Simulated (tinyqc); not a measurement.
Worked calculation (part 1 of 3): UHF in the sto-3g basis, for CH2, spin multiplicity 1. Computed by tinyqc, a small Python program that keeps every step (integrals from PySCF). Settings: charge = 0, multiplicity = 1, basis = sto-3g, energy threshold = 1e-08, iteration cap = 73, orthogonalisation = symmetric, start = core, DIIS depth = 8, damping = 0.5, method = UHF, break = 0.4. Command: `OMP_NUM_THREADS=1 python tinyqc.py 26457 26458 out.jsonl` (the two numbers bound the seeds that draw the settings). One thread of a shared host (Intel(R) Xeon(R) Processor @ 2.60GHz), about 0.1 s of CPU time with the checks. Later iterations appear only in the table of the cycle.

## One-electron integrals

Geometry (angstrom):
```
atom        x         y        z
C     0.00000   0.00000  0.00000
H     0.00000   0.97200  0.64400
H     0.00000  -0.98200  0.65100
```

Basis sto-3g: exponents (1/bohr^2) and contraction coefficients of normalised primitives:
```
element  l (shell)  exponent  coefficient
C            s (1)  71.61684      0.15433
C            s (1)  13.04510      0.53533
C            s (1)   3.53051      0.44463
C            s (2)   2.94125     -0.09997
C            s (2)   0.68348      0.39951
C            s (2)   0.22229      0.70012
C            p (3)   2.94125      0.15592
C            p (3)   0.68348      0.60768
C            p (3)   0.22229      0.39196
H            s (1)   3.42525      0.15433
H            s (1)   0.62391      0.53533
H            s (1)   0.16886      0.44463
```

Overlap, kinetic and nuclear-attraction integrals over the contracted functions; the nuclear repulsion is the sum of Za Zb / Rab.

nuclear repulsion = 5.6887623 hartree

overlap S:
```
          1C 1s    1C 2s   1C 2px    1C 2py   1C 2pz    2H 1s     3H 1s
1C 1s   1.00000  0.24836  0.00000   0.00000  0.00000  0.05217   0.05071
1C 2s   0.24836  1.00000  0.00000   0.00000  0.00000  0.44794   0.44124
1C 2px  0.00000  0.00000  1.00000   0.00000  0.00000  0.00000   0.00000
1C 2py  0.00000  0.00000  0.00000   1.00000  0.00000  0.36686  -0.36302
1C 2pz  0.00000  0.00000  0.00000   0.00000  1.00000  0.24307   0.24066
2H 1s   0.05217  0.44794  0.00000   0.36686  0.24307  1.00000   0.12850
3H 1s   0.05071  0.44124  0.00000  -0.36302  0.24066  0.12850   1.00000
```

kinetic energy T (hartree):
```
           1C 1s     1C 2s   1C 2px    1C 2py   1C 2pz     2H 1s     3H 1s
1C 1s   15.89112  -0.08589  0.00000   0.00000  0.00000  -0.01211  -0.01219
1C 2s   -0.08589   0.47225  0.00000   0.00000  0.00000   0.08376   0.08036
1C 2px   0.00000   0.00000  1.47773   0.00000  0.00000   0.00000   0.00000
1C 2py   0.00000   0.00000  0.00000   1.47773  0.00000   0.18059  -0.17497
1C 2pz   0.00000   0.00000  0.00000   0.00000  1.47773   0.11965   0.11600
2H 1s   -0.01211   0.08376  0.00000   0.18059  0.11965   0.76003  -0.00949
3H 1s   -0.01219   0.08036  0.00000  -0.17497  0.11600  -0.00949   0.76003
```

nuclear attraction V (hartree):
```
            1C 1s     1C 2s    1C 2px    1C 2py    1C 2pz     2H 1s     3H 1s
1C 1s   -34.55573  -4.41650   0.00000  -0.00026  -0.01618  -0.94323  -0.91648
1C 2s    -4.41650  -6.07529   0.00000  -0.00212  -0.17143  -2.28355  -2.24043
1C 2px    0.00000   0.00000  -5.95987   0.00000   0.00000   0.00000   0.00000
1C 2py   -0.00026  -0.00212   0.00000  -6.11297  -0.00109  -1.72471   1.69780
1C 2pz   -0.01618  -0.17143   0.00000  -0.00109  -6.02712  -1.18215  -1.16465
2H 1s    -0.94323  -2.28355   0.00000  -1.72471  -1.18215  -4.17690  -0.58909
3H 1s    -0.91648  -2.24043   0.00000   1.69780  -1.16465  -0.58909  -4.15118
```

core Hamiltonian H = T + V (hartree):
```
            1C 1s     1C 2s    1C 2px    1C 2py    1C 2pz     2H 1s     3H 1s
1C 1s   -18.66461  -4.50239   0.00000  -0.00026  -0.01618  -0.95534  -0.92868
1C 2s    -4.50239  -5.60304   0.00000  -0.00212  -0.17143  -2.19978  -2.16007
1C 2px    0.00000   0.00000  -4.48214   0.00000   0.00000   0.00000   0.00000
1C 2py   -0.00026  -0.00212   0.00000  -4.63524  -0.00109  -1.54412   1.52282
1C 2pz   -0.01618  -0.17143   0.00000  -0.00109  -4.54939  -1.06250  -1.04866
2H 1s    -0.95534  -2.19978   0.00000  -1.54412  -1.06250  -3.41687  -0.59858
3H 1s    -0.92868  -2.16007   0.00000   1.52282  -1.04866  -0.59858  -3.39115
```

## Two-electron integrals

Functions are numbered as in S; the eight-fold symmetry (ij|kl) = (ji|kl) = (kl|ij) leaves the list below.

Two-electron integrals (ij|kl) in chemists' order, unique and non-zero (hartree):
```
(11|11) 3.54195     (21|11) 0.57692     (21|21) 0.11189     (22|11) 0.85468
(22|21) 0.20528     (22|22) 0.62471     (31|31) 0.02030     (32|31) 0.03086
(32|32) 0.13800     (33|11) 0.85244     (33|21) 0.20534     (33|22) 0.62457
(33|33) 0.67283     (41|41) 0.02030     (42|41) 0.03086     (42|42) 0.13800
(43|43) 0.03627     (44|11) 0.85244     (44|21) 0.20534     (44|22) 0.62457
(44|33) 0.60030     (44|44) 0.67283     (51|51) 0.02030     (52|51) 0.03086
(52|52) 0.13800     (53|53) 0.03627     (54|54) 0.03627     (55|11) 0.85244
(55|21) 0.20534     (55|22) 0.62457     (55|33) 0.60030     (55|44) 0.60030
(55|55) 0.67283     (61|11) 0.12190     (61|21) 0.02350     (61|22) 0.04305
(61|33) 0.04290     (61|41) 0.00120     (61|42) 0.00223     (61|44) 0.04322
(61|51) 0.00079     (61|52) 0.00148     (61|54) 0.00021     (61|55) 0.04304
(61|61) 0.00505     (62|11) 0.29504     (62|21) 0.07182     (62|22) 0.24081
(62|33) 0.23501     (62|41) 0.00570     (62|42) 0.03945     (62|44) 0.24695
(62|51) 0.00378     (62|52) 0.02614     (62|54) 0.00791     (62|55) 0.24025
(62|61) 0.01574     (62|62) 0.12213     (63|31) 0.00727     (63|32) 0.03845
(63|43) 0.00770     (63|53) 0.00510     (63|63) 0.01493     (64|11) 0.21039
(64|21) 0.05188     (64|22) 0.18443     (64|33) 0.17514     (64|41) 0.01086
(64|42) 0.06646     (64|44) 0.19906     (64|51) 0.00238     (64|52) 0.01856
(64|54) 0.01075     (64|55) 0.17888     (64|61) 0.01190     (64|62) 0.11109
(64|64) 0.11414     (65|11) 0.13939     (65|21) 0.03437     (65|22) 0.12219
(65|33) 0.11604     (65|41) 0.00238     (65|42) 0.01856     (65|44) 0.12169
(65|51) 0.00884     (65|52) 0.05074     (65|54) 0.01144     (65|55) 0.12872
(65|61) 0.00788     (65|62) 0.07360     (65|64) 0.06573     (65|65) 0.05848
(66|11) 0.44609     (66|21) 0.11045     (66|22) 0.42114     (66|33) 0.39881
(66|41) 0.01098     (66|42) 0.10215     (66|44) 0.44501     (66|51) 0.00728
(66|52) 0.06768     (66|54) 0.03061     (66|55) 0.41909     (66|61) 0.02456
(66|62) 0.27061     (66|64) 0.27179     (66|65) 0.18008     (66|66) 0.77461
(71|11) 0.11845     (71|21) 0.02284     (71|22) 0.04185     (71|33) 0.04170
(71|41) -0.00116    (71|42) -0.00216    (71|44) 0.04201     (71|51) 0.00077
(71|52) 0.00143     (71|54) -0.00021    (71|55) 0.04184     (71|61) 0.00476
(71|62) 0.01440     (71|64) 0.00991     (71|65) 0.00722     (71|66) 0.02205
(71|71) 0.00477     (72|11) 0.28933     (72|21) 0.07045     (72|22) 0.23652
(72|33) 0.23080     (72|41) -0.00559    (72|42) -0.03884    (72|44) 0.24256
(72|51) 0.00371     (72|52) 0.02575     (72|54) -0.00780    (72|55) 0.23597
(72|61) 0.01453     (72|62) 0.08654     (72|64) 0.05649     (72|65) 0.05079
(72|66) 0.15015     (72|71) 0.01501     (72|72) 0.11825     (73|31) 0.00710
(73|32) 0.03764     (73|43) -0.00756    (73|53) 0.00501     (73|63) 0.00989
(73|73) 0.01438     (74|11) -0.20713    (74|21) -0.05108    (74|22) -0.18184
(74|33) -0.17269    (74|41) 0.01062     (74|42) 0.06530     (74|44) -0.19623
(74|51) -0.00234    (74|52) -0.01834    (74|54) 0.01060     (74|55) -0.17639
(74|61) -0.01005    (74|62) -0.05681    (74|64) -0.02828    (74|65) -0.03269
(74|66) -0.09126    (74|71) -0.01138    (74|72) -0.10796    (74|74) 0.11115
(75|11) 0.13731     (75|21) 0.03386     (75|22) 0.12055     (75|33) 0.11448
(75|41) -0.00234    (75|42) -0.01834    (75|44) 0.12007     (75|51) 0.00865
(75|52) 0.04979     (75|54) -0.01126    (75|55) 0.12695     (75|61) 0.00732
(75|62) 0.05095     (75|64) 0.03262     (75|65) 0.03917     (75|66) 0.09382
(75|71) 0.00755     (75|72) 0.07157     (75|74) -0.06415    (75|75) 0.05691
(76|11) 0.07390     (76|21) 0.01807     (76|22) 0.06324     (76|33) 0.06145
(76|41) -4.20e-06   (76|42) -4.97e-05   (76|44) 0.06329     (76|51) 0.00155
(76|52) 0.01164     (76|54) -1.39e-05   (76|55) 0.06492     (76|61) 0.00387
(76|62) 0.02912     (76|64) 0.02295     (76|65) 0.01927     (76|66) 0.06093
(76|71) 0.00377     (76|72) 0.02871     (76|74) -0.02276    (76|75) 0.01907
(76|76) 0.00858     (77|11) 0.44183     (77|21) 0.10941     (77|22) 0.41798
(77|33) 0.39587     (77|41) -0.01080    (77|42) -0.10115    (77|44) 0.44159
(77|51) 0.00716     (77|52) 0.06706     (77|54) -0.03032    (77|55) 0.41596
(77|61) 0.02248     (77|62) 0.15180     (77|64) 0.09178     (77|65) 0.09453
(77|66) 0.26973     (77|71) 0.02364     (77|72) 0.26565     (77|74) -0.26769
(77|75) 0.17746     (77|76) 0.06093     (77|77) 0.77461
```

## Orthogonalisation

S = U s U^T; symmetric (Loewdin) form X = U s^(-1/2) U^T, so that X^T S X = 1.

eigenvalues of S: 0.32544  0.41582  0.87069  1.00000  1.09936  1.45580  1.83291

X:
```
           1C 1s     1C 2s   1C 2px    1C 2py    1C 2pz     2H 1s     3H 1s
1C 1s    1.02686  -0.15125  0.00000  -0.00021  -0.01165   0.02529   0.02504
1C 2s   -0.15125   1.24211  0.00000   0.00328   0.11575  -0.30596  -0.29822
1C 2px   0.00000   0.00000  1.00000   0.00000   0.00000   0.00000   0.00000
1C 2py  -0.00021   0.00328  0.00000   1.14533   0.00151  -0.25595   0.25091
1C 2pz  -0.01165   0.11575  0.00000   0.00151   1.06150  -0.16274  -0.15943
2H 1s    0.02529  -0.30596  0.00000  -0.25595  -0.16274   1.21425  -0.02420
3H 1s    0.02504  -0.29822  0.00000   0.25091  -0.15943  -0.02420   1.20652
```

## Starting guess

The start is the orbitals of the core Hamiltonian, with HOMO and LUMO mixed by +/-0.4 rad for the two spins; D(s) = C_occ C_occ^T for each spin.

D(alpha) at the start:
```
           1C 1s     1C 2s    1C 2px    1C 2py    1C 2pz     2H 1s     3H 1s
1C 1s    1.06331  -0.27003   0.03984  -0.00052  -0.11246   0.04392   0.04328
1C 2s   -0.27003   1.14322  -0.16366   0.00345   0.50462  -0.17781  -0.17500
1C 2px   0.03984  -0.16366   0.84835   0.00013   0.32181  -0.01099  -0.01088
1C 2py  -0.00052   0.00345   0.00013   1.20192   0.00149  -0.16675   0.16434
1C 2pz  -0.11246   0.50462   0.32181   0.00149   0.41100  -0.09583  -0.09444
2H 1s    0.04392  -0.17781  -0.01099  -0.16675  -0.09583   0.05225   0.00601
3H 1s    0.04328  -0.17500  -0.01088   0.16434  -0.09444   0.00601   0.05098
```

D(beta) at the start:
```
           1C 1s     1C 2s    1C 2px    1C 2py    1C 2pz     2H 1s     3H 1s
1C 1s    1.06331  -0.27003  -0.03984  -0.00052  -0.11246   0.04392   0.04328
1C 2s   -0.27003   1.14322   0.16366   0.00345   0.50462  -0.17781  -0.17500
1C 2px  -0.03984   0.16366   0.84835  -0.00013  -0.32181   0.01099   0.01088
1C 2py  -0.00052   0.00345  -0.00013   1.20192   0.00149  -0.16675   0.16434
1C 2pz  -0.11246   0.50462  -0.32181   0.00149   0.41100  -0.09583  -0.09444
2H 1s    0.04392  -0.17781   0.01099  -0.16675  -0.09583   0.05225   0.00601
3H 1s    0.04328  -0.17500   0.01088   0.16434  -0.09444   0.00601   0.05098
```

## Iteration 1: building the Fock matrix

J_ij = sum D_kl (ij|kl) with D = D(alpha) + D(beta), K_ij = sum D_kl (ik|jl) for each spin; F = H + J - K(s); E = tr D H + tr D J / 2 - 0.5 sum_s tr D(s) K(s) + E_nn.

Coulomb J (hartree):
```
           1C 1s     1C 2s   1C 2px    1C 2py    1C 2pz    2H 1s     3H 1s
1C 1s   12.40083   2.42287  0.00000   0.00001   0.03990  0.51196   0.49757
1C 2s    2.42287   5.52989  0.00000  -0.00025   0.18005  2.08534   2.04750
1C 2px   0.00000   0.00000  5.54864   0.00000   0.00000  0.00000   0.00000
1C 2py   0.00001  -0.00025  0.00000   5.55714  -0.00017  1.56446  -1.54225
1C 2pz   0.03990   0.18005  0.00000  -0.00017   5.46764  1.07379   1.05876
2H 1s    0.51196   2.08534  0.00000   1.56446   1.07379  3.49281   0.54321
3H 1s    0.49757   2.04750  0.00000  -1.54225   1.05876  0.54321   3.46513
```

exchange K(alpha) (hartree):
```
           1C 1s     1C 2s    1C 2px    1C 2py    1C 2pz     2H 1s     3H 1s
1C 1s    3.63660   0.64868  -0.00497   0.00000   0.01091   0.14440   0.14044
1C 2s    0.64868   0.88358  -0.12132  -0.00005   0.25409   0.32935   0.32281
1C 2px  -0.00497  -0.12132   0.76104   0.00003   0.20222  -0.00907  -0.00881
1C 2py   0.00000  -0.00005   0.00003   0.84877  -0.00019   0.20064  -0.19731
1C 2pz   0.01091   0.25409   0.20222  -0.00019   0.42989   0.15057   0.14788
2H 1s    0.14440   0.32935  -0.00907   0.20064   0.15057   0.20029   0.08432
3H 1s    0.14044   0.32281  -0.00881  -0.19731   0.14788   0.08432   0.19324
```

exchange K(beta) (hartree):
```
          1C 1s     1C 2s    1C 2px    1C 2py    1C 2pz    2H 1s     3H 1s
1C 1s   3.63660   0.64868   0.00497   0.00000   0.01091  0.14440   0.14044
1C 2s   0.64868   0.88358   0.12132  -0.00005   0.25409  0.32935   0.32281
1C 2px  0.00497   0.12132   0.76104  -0.00003  -0.20222  0.00907   0.00881
1C 2py  0.00000  -0.00005  -0.00003   0.84877  -0.00019  0.20064  -0.19731
1C 2pz  0.01091   0.25409  -0.20222  -0.00019   0.42989  0.15057   0.14788
2H 1s   0.14440   0.32935   0.00907   0.20064   0.15057  0.20029   0.08432
3H 1s   0.14044   0.32281   0.00881  -0.19731   0.14788  0.08432   0.19324
```

F(alpha) (hartree):
```
           1C 1s     1C 2s    1C 2px    1C 2py    1C 2pz     2H 1s     3H 1s
1C 1s   -9.90038  -2.72821   0.00497  -0.00024   0.01280  -0.58778  -0.57155
1C 2s   -2.72821  -0.95673   0.12132  -0.00232  -0.24547  -0.44380  -0.43538
1C 2px   0.00497   0.12132   0.30546  -0.00003  -0.20222   0.00907   0.00881
1C 2py  -0.00024  -0.00232  -0.00003   0.07312  -0.00107  -0.18029   0.17788
1C 2pz   0.01280  -0.24547  -0.20222  -0.00107   0.48836  -0.13928  -0.13778
2H 1s   -0.58778  -0.44380   0.00907  -0.18029  -0.13928  -0.12435  -0.13969
3H 1s   -0.57155  -0.43538   0.00881   0.17788  -0.13778  -0.13969  -0.11926
```

F(beta) (hartree):
```
           1C 1s     1C 2s    1C 2px    1C 2py    1C 2pz     2H 1s     3H 1s
1C 1s   -9.90038  -2.72821  -0.00497  -0.00024   0.01280  -0.58778  -0.57155
1C 2s   -2.72821  -0.95673  -0.12132  -0.00232  -0.24547  -0.44380  -0.43538
1C 2px  -0.00497  -0.12132   0.30546   0.00003   0.20222  -0.00907  -0.00881
1C 2py  -0.00024  -0.00232   0.00003   0.07312  -0.00107  -0.18029   0.17788
1C 2pz   0.01280  -0.24547   0.20222  -0.00107   0.48836  -0.13928  -0.13778
2H 1s   -0.58778  -0.44380  -0.00907  -0.18029  -0.13928  -0.12435  -0.13969
3H 1s   -0.57155  -0.43538  -0.00881   0.17788  -0.13778  -0.13969  -0.11926
```

total energy of this density = -36.7660243 hartree

This density is the starting one.

## Iteration 1: diagonalisation and new density

Diagonalise F' = X^T F X, C = X C', fill 4 alpha and 4 beta electrons from the bottom; D(s) = C_occ C_occ^T; the new density keeps 0.5 of the old one (damping). Each column has its largest component positive (the first on a tie).

F' = X^T F X (alpha) (hartree):
```
          1         2         3         4         5         6         7
1  -9.66831  -1.51740  -0.01044  -0.00012   0.01615  -0.07943  -0.07448
2  -1.51740  -0.21643   0.12113   0.00160  -0.09386  -0.32234  -0.31412
3  -0.01044   0.12113   0.30546  -0.00006  -0.20355   0.00673   0.00658
4  -0.00012   0.00160  -0.00006   0.30614   0.00111  -0.30581   0.30031
5   0.01615  -0.09386  -0.20355   0.00111   0.59245  -0.20508  -0.20117
6  -0.07943  -0.32234   0.00673  -0.30581  -0.20508   0.21999  -0.04443
7  -0.07448  -0.31412   0.00658   0.30031  -0.20117  -0.04443   0.21282
```

orbital energies (alpha) (hartree): MO1 -9.90907, MO2 -0.40720, MO3 -0.14569, MO4 0.15242, MO5 0.53642, MO6 0.71261, MO7 0.81264

coefficients C (alpha):
```
             MO1       MO2       MO3       MO4       MO5       MO6       MO7
1C 1s    0.99132  -0.21338   0.00096   0.08513  -0.20278  -0.00437  -0.04557
1C 2s    0.03622   0.64948  -0.00439  -0.38713   1.01582   0.01934   0.39547
1C 2px  -0.00084  -0.06155   0.00055   0.81650   0.47499   0.02925  -0.32105
1C 2py   0.00011   0.00434   0.52815   0.00190  -0.03108   1.07568   0.05693
1C 2pz   0.00283   0.19291  -0.00125   0.40463   0.00458  -0.04839   0.99443
2H 1s   -0.00745   0.29075   0.45457   0.19017  -0.62907  -0.78079  -0.57314
3H 1s   -0.00732   0.28483  -0.46335   0.19146  -0.66903   0.78565  -0.48668
```

F' = X^T F X (beta) (hartree):
```
          1         2         3         4         5         6         7
1  -9.66831  -1.51740   0.01044  -0.00012   0.01615  -0.07943  -0.07448
2  -1.51740  -0.21643  -0.12113   0.00160  -0.09386  -0.32234  -0.31412
3   0.01044  -0.12113   0.30546   0.00006   0.20355  -0.00673  -0.00658
4  -0.00012   0.00160   0.00006   0.30614   0.00111  -0.30581   0.30031
5   0.01615  -0.09386   0.20355   0.00111   0.59245  -0.20508  -0.20117
6  -0.07943  -0.32234  -0.00673  -0.30581  -0.20508   0.21999  -0.04443
7  -0.07448  -0.31412  -0.00658   0.30031  -0.20117  -0.04443   0.21282
```

orbital energies (beta) (hartree): MO1 -9.90907, MO2 -0.40720, MO3 -0.14569, MO4 0.15242, MO5 0.53642, MO6 0.71261, MO7 0.81264

coefficients C (beta):
```
             MO1       MO2       MO3       MO4       MO5       MO6       MO7
1C 1s    0.99132  -0.21338   0.00096  -0.08513  -0.20278  -0.00437  -0.04557
1C 2s    0.03622   0.64948  -0.00439   0.38713   1.01582   0.01934   0.39547
1C 2px   0.00084   0.06155  -0.00055   0.81650  -0.47499  -0.02925   0.32105
1C 2py   0.00011   0.00434   0.52815  -0.00190  -0.03108   1.07568   0.05693
1C 2pz   0.00283   0.19291  -0.00125  -0.40463   0.00458  -0.04839   0.99443
2H 1s   -0.00745   0.29075   0.45457  -0.19017  -0.62907  -0.78079  -0.57314
3H 1s   -0.00732   0.28483  -0.46335  -0.19146  -0.66903   0.78565  -0.48668
```

D(alpha) after iteration 1:
```
           1C 1s     1C 2s    1C 2px    1C 2py    1C 2pz     2H 1s     3H 1s
1C 1s    1.04941  -0.20284   0.06083  -0.00034  -0.05819  -0.00444  -0.00445
1C 2s   -0.20284   0.85812  -0.25988   0.00161   0.23669  -0.03243  -0.03118
1C 2px   0.06083  -0.25988   0.75941   0.00085   0.32015   0.06332   0.06383
1C 2py  -0.00034   0.00161   0.00085   0.74045   0.00122   0.03748  -0.03939
1C 2pz  -0.05819   0.23669   0.32015   0.00122   0.30598   0.01831   0.01927
2H 1s   -0.00444  -0.03243   0.06332   0.03748   0.01831   0.18982  -0.04267
3H 1s   -0.00445  -0.03118   0.06383  -0.03939   0.01927  -0.04267   0.19175
```

D(beta) after iteration 1:
```
           1C 1s     1C 2s    1C 2px    1C 2py    1C 2pz     2H 1s     3H 1s
1C 1s    1.04941  -0.20284  -0.06083  -0.00034  -0.05819  -0.00444  -0.00445
1C 2s   -0.20284   0.85812   0.25988   0.00161   0.23669  -0.03243  -0.03118
1C 2px  -0.06083   0.25988   0.75941  -0.00085  -0.32015  -0.06332  -0.06383
1C 2py  -0.00034   0.00161  -0.00085   0.74045   0.00122   0.03748  -0.03939
1C 2pz  -0.05819   0.23669  -0.32015   0.00122   0.30598   0.01831   0.01927
2H 1s   -0.00444  -0.03243  -0.06332   0.03748   0.01831   0.18982  -0.04267
3H 1s   -0.00445  -0.03118  -0.06383  -0.03939   0.01927  -0.04267   0.19175
```
